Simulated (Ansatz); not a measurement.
**One shape, several levels: AlHO2 (SMILES [O]=[Al][OH])**

Aim: a comparison of 6 runs (UHF/STO-3G, B3LYP/STO-3G, CAM-B3LYP/STO-3G, PBE0/STO-3G, SVWN5/STO-3G, UCCSD(T)/STO-3G) of AlHO2. 

The results are computed with Ansatz 0.2.0.

62 further runs of the same task are left out: 8 that didn't finish, 54 set aside as unsound or not needed.

## (1) The system as given

The species is AlHO2 (4 atoms), meant as a singlet with charge 0. SMILES: `[O]=[Al][OH]`. The H4–O3 distance was set to 1.898 Å, away from the relaxed value. At this shape a bond of the SMILES string is far longer than usual.

Bond lengths: O1–Al2 1.572 Å, Al2–O3 1.628 Å. Angles: O1–Al2–O3 180.0°.

## (2) The energy at UHF/STO-3G (run 1)

Input file job.yaml:

```yaml
basis:
  gaussian:
    orbitals: STO-3G
crystal:
  periodic: [false, false, false]
  atoms:
    - {symbol: O, position_ang: [-2.288149, -2.004443, -0.923518]}
    - {symbol: Al, position_ang: [-1.156339, -1.015773, -0.463648]}
    - {symbol: O, position_ang: [0.016431, 0.008337, 0.012782]}
    - {symbol: H, position_ang: [1.381100, 1.209770, 0.557430]}
magnetization:
  spin_polarized: true
  initial_magnetization: 0
hamiltonian:
  xc: hf
accuracy: high
```

Run with:

```bash
$ ansatz run job.yaml --threads 1 --pin off --max-ram 2610MiB --events-out events.jsonl --progress --plain --runs-dir runs
```

Standard output, shortened:

```text
Warning: RAYON_NUM_THREADS=1 ignored (pool sized by the plan → 1); use --threads N
Functional definition: HF
  name "HF"
[...]
342 factors; integrals over basis functions are off by at most 2.3e-8 eV
[...]
mean field -10532.70405402 eV, -387.0697346620 hartree, gradient 7.7e-8 eV, S^2 1.437838; 16 other end points of the search recorded, 0 dependent functions left out
reference -10532.70405402 eV, -387.0697346620 hartree; 15, 15 occupied and 5, 5 virtual orbitals, 342 factors
Total energy: -10532.70405402 eV, -387.0697346620 hartree
```

Run time: 4.2 s. Hardware: 1 thread of Intel Xeon 6975P-C (Granite Rapids), shared host.

## (3) A single-point energy at B3LYP/STO-3G (run 2)

Input file run.yaml:

```yaml
crystal:
  periodic: [false, false, false]
  atoms:
    - {symbol: O, position_ang: [-2.288149, -2.004443, -0.923518]}
    - {symbol: Al, position_ang: [-1.156339, -1.015773, -0.463648]}
    - {symbol: O, position_ang: [0.016431, 0.008337, 0.012782]}
    - {symbol: H, position_ang: [1.381100, 1.209770, 0.557430]}
basis:
  gaussian:
    orbitals: STO-3G
hamiltonian:
  xc: {name: B3LYP}
accuracy: high
```

Run with:

```bash
$ ansatz run run.yaml --threads 1 --pin off --max-ram 2610MiB --events-out events.jsonl --progress --plain --runs-dir runs
```

Standard output:

```text
Warning: RAYON_NUM_THREADS=1 ignored (pool sized by the plan → 1); use --threads N
Functional definition: B3LYP
  name "B3LYP"
  parameter a0 = 0.2
  parameter ax = 0.72
  parameter ac = 0.81
  exchange = (1 - a0 - ax)*slater_x + ax*b88_x + a0*exact_x
  correlation = (1 - ac)*vwn_rpa_c + ac*lyp_c
342 factors; integrals over basis functions are off by at most 2.3e-8 eV
mean field evaluation 1: about -10549.9976 eV, gradient 5.1e1 eV
mean field evaluation 2: about -10446.3907 eV, gradient 1.6e2 eV
mean field evaluation 4: about -10560.4872 eV, gradient 2.0e1 eV
mean field evaluation 8: about -10560.4873 eV, gradient 2.0e1 eV
mean field evaluation 16: about -10562.7661 eV, gradient 7.4e-2 eV
mean field evaluation 32: about -10561.5628 eV, gradient 1.4e1 eV
mean field -10562.76634745 eV, -388.1745035685 hartree, gradient 5.9e-8 eV, S^2 0.000000; 5 other end points of the search recorded, 0 dependent functions left out
reference -10562.76637315 eV, -388.1745045132 hartree; 15, 15 occupied and 5, 5 virtual orbitals, 342 factors
Total energy: -10562.76637315 eV, -388.1745045132 hartree
```

Wall time 1.1 s (1 thread of Intel Xeon 6975P-C (Granite Rapids), shared host).

Runs 3 to 5 aren't shown in full; the table further down has their settings and results.

## (4) A single-point energy at UCCSD(T)/STO-3G (run 6)

Input file in.yaml:

```yaml
crystal:
  periodic: [false, false, false]
  atoms:
    - {symbol: O, position_ang: [-2.288149, -2.004443, -0.923518]}
    - {symbol: Al, position_ang: [-1.156339, -1.015773, -0.463648]}
    - {symbol: O, position_ang: [0.016431, 0.008337, 0.012782]}
    - {symbol: H, position_ang: [1.381100, 1.209770, 0.557430]}
basis:
  gaussian: {orbitals: STO-3G}
scf: {omitted_lower_state_checks: [cluster_reference, increment]}
correlation: {method: ccsd_t, frozen_orbitals: {Al: 5, H: 0, O: 1}}
accuracy: high
magnetization: {spin_polarized: true, initial_magnetization: 0}
```

Run with:

```bash
$ ansatz run in.yaml --threads 1 --pin off --max-ram 2610MiB --events-out events.jsonl --progress --plain --runs-dir runs
```

Standard output:

```text
Warning: RAYON_NUM_THREADS=1 ignored (pool sized by the plan → 1); use --threads N
[... 23 lines left out ...]
7 core orbitals not correlated: weight in the atoms' cores, before any rotation towards them, 1.000 or more for the frozen orbitals, at most 0.000 for the correlated occupied ones
[... 55 lines left out ...]
Total energy: -10536.95068279 eV, -387.2257953908 hartree
Checks for a lower state left out: cluster_reference, increment
```

It took 1.8 s on 1 thread of Intel Xeon 6975P-C (Granite Rapids), shared host.

## (5) All runs side by side

| run | level | frozen core orbitals | energy (Eh) | wall time |
| --- | --- | --- | --- | --- |
| 1 | UHF/STO-3G | – | -387.069735 | 4.2 s |
| 2 | B3LYP/STO-3G | – | -388.174505 | 1.1 s |
| 3 | CAM-B3LYP/STO-3G | – | -388.067882 | 0.95 s |
| 4 | PBE0/STO-3G | – | -387.912243 | 0.97 s |
| 5 | SVWN5/STO-3G | – | -386.033457 | 3.9 s |
| 6 | UCCSD(T)/STO-3G | 7 | -387.225795 | 1.8 s |

## (6) Results

```
                                          quantity          value
                               run 6: total energy  -387.22580 Eh
run 6: correlation energy (7 core orbitals frozen)     -156.1 mEh
                             run 6: (T) correction      -7.45 mEh
          run 6: ⟨S²⟩ of the reference determinant          1.438
                              run 6: T1 diagnostic          0.066
```

In words: Totals of different functionals can't be ranked against each other. In runs 1, 2, 3, 4, 5, 6 the basis is minimal, so the values are rough. Spin contamination of the reference: run 6 ⟨S²⟩ = 1.44, run 1 ⟨S²⟩ = 1.44. Where it is this large, the reference is a mixture of spin states, and values that rest on it are in doubt. All runs together took 13 s, the longest 4.2 s.
